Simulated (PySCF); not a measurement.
**Working out the ionisation energy of O**

O [He] 2s2 2p4 (3P) → O⁺ [He] 2s2 2p3 (4S). All numbers are calculated (PySCF 2.14, no relativity, point nucleus, in aug-cc-pwCVTZ). Frozen: 1s2. Energies in hartree (1 hartree = 27.21139 eV):

```json
{"part": "UHF", "O (lower)": "-74.813062", "O⁺ (upper)": "-74.370995"}
{"part": "CCSD correlation", "O (lower)": "-0.166950", "O⁺ (upper)": "-0.117265"}
{"part": "(T)", "O (lower)": "-0.003647", "O⁺ (upper)": "-0.001801"}
```

What does Hartree-Fock give?

(-74.370995) − (-74.813062) = 0.442067 hartree = 12.029 eV.

What do CCSD and CCSD(T) give?

The CCSD correlation energies differ by 0.049685 hartree = 1.352 eV and the triples by 0.001846 hartree = 0.050 eV, so CCSD gives 13.381 eV and CCSD(T) 13.431 eV.

Measured between the centres of the two terms (NIST): 13.608 eV, so CCSD(T) (valence) is off by -0.177 eV.

What remains against the reference includes basis incompleteness, the frozen core and higher excitations.
